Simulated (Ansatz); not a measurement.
Isomers

Structures of SiH5S2 (charge +1), closed shell, relaxed at PBE0-D4/def2-TZVP (vibrations not checked; lower isomers may exist, and structures with a doubtful reference or unclear bonds are left out). Computed with Ansatz 0.2.0 (basis: def2-TZVPP); correlated methods freeze the cores. B3LYP uses VWN-RPA correlation.

(1) Rank them by CCSD(T) energy, lowest first, and give each one's height above the lowest. Links in brackets join atoms within 1.22 times the sum of their covalent radii (1.1 for two metals). (An estimate is asked for; the value comes from the calculation.)
A.
SiH₅S₂ ([SiH3][S][SH2]), total charge +1
```
8
angstrom
Si -0.8505 1.1564 -0.5551
S 0.2417 0.2245 1.1408
S 0.9103 -1.4628 0.1980
H -1.9187 0.2169 -0.9497
H 0.1391 1.4050 -1.6219
H -1.3171 2.3649 0.1525
H 2.2212 -1.4753 0.5471
H 0.5740 -2.4297 1.0883
```
B.
SiH₅S₂ ([SiH3][SH][SH]), total charge +1
```
8
angstrom
Si -0.8520 1.2262 -0.5101
S 0.6254 0.4122 1.0096
S 0.8940 -1.5068 0.3211
H -1.8321 0.1367 -0.6695
H 0.0539 1.4507 -1.6492
H -1.3334 2.4293 0.1945
H 2.2006 -1.5218 0.6530
H -0.2253 0.2092 2.0440
```
C.
SiH₅S₂ ([SiH2][SH2][SH]), total charge +1
```
8
angstrom
Si -1.2725 0.9738 -0.3774
S 0.5223 -0.1550 0.4918
S 0.5077 -2.1637 0.0483
H 0.4425 -0.0536 1.8426
H -0.3910 1.1310 -1.5961
H -0.5672 2.0288 0.4714
H 1.8662 0.1029 0.4108
H 1.7138 -2.4336 0.5947
```

(2) Do PBE-D4, r2SCAN-D4, PBE0-D4, B3LYP-D4, wB97M-V, HF, MP2 give the same order? (A judgement: the text doesn't fix the answer.)

T1 diagnostic: at most 0.019.

For scale, one of the runs: CCSD(T)/def2-TZVPP, 196 basis functions, launched by `ansatz run in.yaml --threads 2 --pin off --events-out ev --progress --plain --max-ram 4352MiB`. Hardware: 2 CPU threads of an Arm Neoverse V2, shared host. Wall time 37 s; peak host memory 2 GiB.

Answers

(1) The calculation gives: B (0.000 eV), A (0.195 eV), C (3.301 eV). Heights count from the lowest.

(2) By the calculation: All do.
